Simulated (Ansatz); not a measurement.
Input file for FH2SSi, SMILES `F[SiH]S` radical:

```yaml
crystal:
  periodic: [false, false, false]
  atoms:
    - {symbol: F, position_ang: [-1.242331, -0.527188, 1.134243]}
    - {symbol: Si, position_ang: [-0.629371, -0.167952, -0.303305]}
    - {symbol: S, position_ang: [1.400682, 0.438492, -0.191824]}
    - {symbol: H, position_ang: [-0.621836, -1.416508, -1.115496]}
    - {symbol: H, position_ang: [1.142655, 1.599457, 0.434982]}
basis:
  gaussian: {orbitals: def2-TZVPP}
magnetization: {spin_polarized: true, initial_magnetization: 1}
correlation: {method: ccsd_t}
scf: {omitted_lower_state_checks: [cluster_reference]}
output: {orbitals: {seedname: orbitals}}
```

```sh
$ ansatz run in.yaml --threads 2 --pin off --events-out ev --progress --plain
```

The program prints (abridged):

```
Functional definition: HF
844 factors; integrals over basis functions are off by at most 7.9e-4 eV
mean field evaluation 1: about -21418.4250 eV, gradient 2.0e1 eV
mean field evaluation 2: about -21418.4310 eV, gradient 2.0e1 eV
mean field evaluation 4: about -21420.4591 eV, gradient 2.4e0 eV
mean field evaluation 8: about -21420.5570 eV, gradient 1.5e-1 eV
mean field -21420.55759969 eV, -787.1909724131 hartree, gradient 1.8e-6 eV, S^2 0.756110; 0 other end points of the search recorded, 0 dependent functions left out
11 core orbitals not correlated: weight in the atoms' cores, before any rotation towards them, 1.000 or more for the frozen orbitals, at most 0.000 for the correlated occupied ones
reference -21420.55759969 eV, -787.1909724131 hartree; 10, 9 occupied and 122, 123 virtual orbitals, 844 factors
second order -14.31972223 eV of doubles, -0.00000000 eV of singles
cycle   1  -14.69461771 eV  change   -3.7e-1 eV  update   8.7e-2
cycle   2  -15.04261936 eV  change   -3.5e-1 eV  update   2.8e-2
cycle   3  -15.13572008 eV  change   -9.3e-2 eV  update   1.6e-2
cycle   4  -15.12943840 eV  change    6.3e-3 eV  update   4.9e-3
cycle   5  -15.12734210 eV  change    2.1e-3 eV  update   2.4e-3
cycle   6  -15.12820603 eV  change   -8.6e-4 eV  update   1.0e-3
cycle   7  -15.12807971 eV  change    1.3e-4 eV  update   4.5e-4
cycle   8  -15.12817682 eV  change   -9.7e-5 eV  update   2.0e-4
cycle   9  -15.12825492 eV  change   -7.8e-5 eV  update   8.8e-5
cycle  10  -15.12819648 eV  change    5.8e-5 eV  update   4.1e-5
cycle  11  -15.12821521 eV  change   -1.9e-5 eV  update   1.8e-5
cycle  12  -15.12821843 eV  change   -3.2e-6 eV  update   6.7e-6
perturbative correction -0.55437699 eV, -0.0203729785 hartree
Total energy: -21436.24019510 eV, -787.7672971645 hartree
Checks for a lower state left out: cluster_reference
```

It took 51 s on 2 threads of a server CPU on a shared host, with 1.8 GiB of host memory at the peak.

The correlation energy is -15.683 eV, 3.5 % of it from (T); the T1 diagnostic reads 0.0148.
